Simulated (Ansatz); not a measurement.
Process, species as SMILES: FCF → F[CH]F + H atom
B3LYP-D3(BJ)/def2-TZVP geometries, fixed; electronic energies without zero-point terms.
Largest species:
```xyz
5

C      0.0044     0.0053     0.5043
F     -0.0170     1.1024    -0.3021
F      0.0119    -1.1085    -0.2792
H     -0.9025    -0.0002     1.1113
H      0.9218     0.0234     1.0951
```
Charge 0, spin multiplicity 1.

Basis-set convergence of the bond dissociation energy at PBE with Ansatz (a first-principles code). All functions are spherical. Open shells are unrestricted. No added dispersion term, no relativity. Functions are those of the species that has most. Reference: the value in aug-pcseg-3, 102.69 kcal/mol, itself unsure by roughly 0.06 kcal/mol (its mean distance from aug-cc-pVQZ, cc-pV5Z, def2-QZVPPD). Deviations are taken from unrounded values.

| basis | functions |
|---|---|
| cc-pVDZ | 52 |
| aug-cc-pVDZ | 87 |
| cc-pVTZ | 118 |
| jun-cc-pV(T+d)Z | 145 |
| aug-cc-pVTZ | 184 |
| cc-pVQZ | 225 |
| aug-cc-pVQZ | 332 |
| cc-pV5Z | 383 |

Task: Which is the smallest correlation-consistent set listed that can be trusted to 1 kcal/mol here, that is, within that of the reference together with its larger relatives (same family, alike in diffuse functions; a set with none to test it counts only in the reference's own line)?

Result: The smallest set listed that lies within 1 kcal/mol of the reference with all its larger relatives (same family, alike in diffuse functions; a set with none counts only in the reference's own line) is aug-cc-pVDZ (87 functions, 0.04 kcal/mol off). Value minus reference: cc-pVDZ -1.81, aug-cc-pVDZ 0.04, cc-pVTZ -0.10, jun-cc-pV(T+d)Z 0.21, aug-cc-pVTZ 0.14, cc-pVQZ 0.12, aug-cc-pVQZ 0.07, cc-pV5Z 0.09 kcal/mol.
